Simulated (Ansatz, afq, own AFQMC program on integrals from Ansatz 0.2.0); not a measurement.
AFQMC on a folder of integrals that Ansatz 0.2.0 wrote.

```yaml
crystal:
  periodic: [false, false, false]
  atoms:
    - {symbol: Ge, position_ang: [0.000000, 0.000899, 0.685381]}
    - {symbol: Al, position_ang: [0.000000, 0.001025, -1.793332]}
    - {symbol: H, position_ang: [0.000000, 1.409025, 1.310315]}
    - {symbol: H, position_ang: [1.232737, -0.738751, 1.246452]}
    - {symbol: H, position_ang: [-1.232737, -0.738751, 1.246452]}
    - {symbol: H, position_ang: [0.000000, 1.358175, -2.617361]}
    - {symbol: H, position_ang: [0.000000, -1.381914, -2.574090]}
basis:
  gaussian: {orbitals: 6-31G}
magnetization: {spin_polarized: false}
correlation: {method: ccsd_t, electrons: outside_noble_gas, hamiltonian_folder: ham}
```

```sh
$ ansatz run in.yaml --threads 1 --pin off --events-out ev --progress --plain --max-ram 1382MiB
```

Options of the walk:

```
--method free --trial cisd --walkers 80 --time-step 0.03 --max-blocks 80 --target-error 0.00042 --factor-cut 1e-05 --seed 1774 --times 0,0.21,0.42,0.81,1.2,1.8,2.4,3 --taylor-order 8
```

Times are imaginary, in 1/Eh. The walk had a cap of 535 s. Filled inner d shells are frozen with the cores.

Output of the walk:

```
orbitals 33  electrons 6 6  factors 276 of 549
reference energy -2319.77818746 Eh
CCSD correlation -0.12629612 Eh in 10 cycles, weight of the determinant in the CISD state 0.9059
repeat  energy at the last time / Eh  error
    10  -2319.907105  0.000375
    20  -2319.906908  0.000229
    30  -2319.906798  0.000186
time / (1/Eh)  energy / Eh  error  mean overlap
  0.00  -2319.904791  0.000147  1.1068
  0.21  -2319.905359  0.000146  1.1217
  0.42  -2319.905964  0.000102  1.1185
  0.81  -2319.906565  0.000120  1.1069
  1.20  -2319.906527  0.000111  1.1249
  1.80  -2319.906872  0.000158  1.1186
  2.40  -2319.906932  0.000143  1.1338
  3.00  -2319.906794  0.000179  1.1599
energy -2319.906794 +/- 0.000179 Eh
```

The run passed its tests (error under three times the target), which doesn't prove that it has relaxed.

Against this walk (error 4.9 meV) on the same determinant: CCSD(T) 9.9 meV higher, the released energy of a separate walk with a CISD trial 9.5 ± 7.3 meV lower (within the noise). The error is statistical, and a free projection of finite length keeps a remainder of its start.

Cautions: remainder of the start not in the error; no relativity below Rb; no spin-orbit coupling; inner d shell frozen.

The walk took 38 s on 1 thread of Arm Neoverse V2, on a shared host. The log's last line is the free-projection energy.

A walk keeps the symmetry of its determinant, which the program's search chose and which needn't be the lowest solution, so a lower state of the same spin and another symmetry isn't excluded.
